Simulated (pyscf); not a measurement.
[HO–Ta(OH)(Cl)–Cl]• (SMILES [OH][Ta]([OH])([Cl])[Cl]) → [O=Ta(Cl)–Cl]• (SMILES [O]=[Ta]([Cl])[Cl]) + H₂O (SMILES O), an elimination (doublet surface; H–O, O–Ta broken, H–O formed). Single points on ωB97X-D3(BJ)/def2-SVP structures (PySCF, gas phase). Energies in kcal/mol from the reactant's lowest minimum found.

Small-basis levels: PySCF, no dispersion term, spherical d functions. AM1 to PM7: differences of heats of formation from MOPAC, which are fitted to 298 K values and so differ in kind from electronic energies by zero-point and thermal terms. Open shells are spin-unrestricted. 

```tsv
level	barrier	reaction energy
HF/6-31G*+LANL2DZ	47.7	+39.1
MP2/6-31G*+LANL2DZ	31.9	+25.8
SVWN5/6-31G*+LANL2DZ	26.0	+46.0
BP86/6-31G*+LANL2DZ	28.9	+32.9
PBE/6-31G*+LANL2DZ	28.5	+34.1
B3LYP/LANL2DZ	45.9	+47.8
B3LYP/6-31G*+LANL2DZ	33.8	+34.7
M06-2X/6-31G*+LANL2DZ	33.3	+37.1
B3LYP/6-311+G**+LANL2DZ	38.3	+32.4
B3LYP/def2-SVP	34.4	+38.6
PM6	51.3	+44.6
PM7	53.6	+40.2
ωB97M-D3(BJ)/def2-TZVP	35.4	+36.1
```

Against the last row the barrier runs from -9.4 (SVWN5/6-31G*+LANL2DZ) to +18.2 kcal/mol (PM7). ωB97M-D3(BJ)/def2-TZVP has limits of its own. On the reactant side the descent ends in a point that may be a rotor saddle (no frequency run), 1.8 kcal/mol over the lowest minimum found and 34.2 kcal/mol under the saddle at ωB97X-D3(BJ)/def2-TZVP. On the product side the descent ends in an adduct with a O–Ta contact, 24.1 kcal/mol under the separated species and 21.0 kcal/mol under the saddle at ωB97X-D3(BJ)/def2-TZVP. At ωB97M-D3(BJ) the saddle lies under the separated products, which points to a path from their complex (located at ωB97X-D3(BJ) alone), and parting the products costs more than the saddle. What is counted as broken (O–Ta) persists as a longer contact in the product adduct; parting that adduct is a step of its own. At the saddle there is also a short H–Ta contact that neither side keeps. One saddle was located; it need not be the lowest between these sides. Open-shell species with a d-block atom are single-reference here; other states, and whether the spin sits on metal or ligand, were not checked. In the def2 sets elements past Kr carry core potentials, without spin-orbit coupling.
